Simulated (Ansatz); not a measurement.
## Cubic perovskite SrTiO3 (cubic form, which distorts at low temperature), band gap

Reference value: 3.59 eV (measured, zero-point renormalisation of 336 meV (experimental, the table's column) added back here, indirect; inputs from Miglio et al. (2020), arXiv:2011.12765).

Which of these levels comes closest to the reference?
(A) LDA+SOC (Ansatz, a first-principles code)
(B) Hartree–Fock (Ansatz)
(C) r²SCAN0 (Ansatz)
(D) PBE+SOC (Ansatz)

C, r²SCAN0 (Ansatz)

| level (code) | value (eV) | error (eV) |
|---|---|---|
| LDA+SOC (Ansatz) | 1.77 (indirect) | -1.82 |
| PBE+SOC (Ansatz) | 1.87 (indirect) | -1.72 |
| r²SCAN0 (Ansatz) | 4.40 | +0.81 |
| Hartree–Fock (Ansatz) | 12.25 | +8.66 |

Of the ranked levels r²SCAN0 (+0.81 eV) comes nearest. Farthest off among them: Hartree–Fock (+8.66 eV). Of the ranked levels only r²SCAN0 lands within 1 eV.

Semilocal Kohn–Sham gaps run low as a rule, and all computed gaps are for a static lattice, while measured ones hold electron–phonon shifts unless said otherwise. Spin–orbit coupling is included only where a level's name says +SOC; with heavier elements it mostly lowers gaps and can invert bands.  Values are at the measured cell. Cutoffs and k meshes differ between the levels. Ansatz's density-functional and Hartree–Fock values are scalar-relativistic unless marked +SOC, with PAW data made under PBE.

Differences are worked out from the printed values.
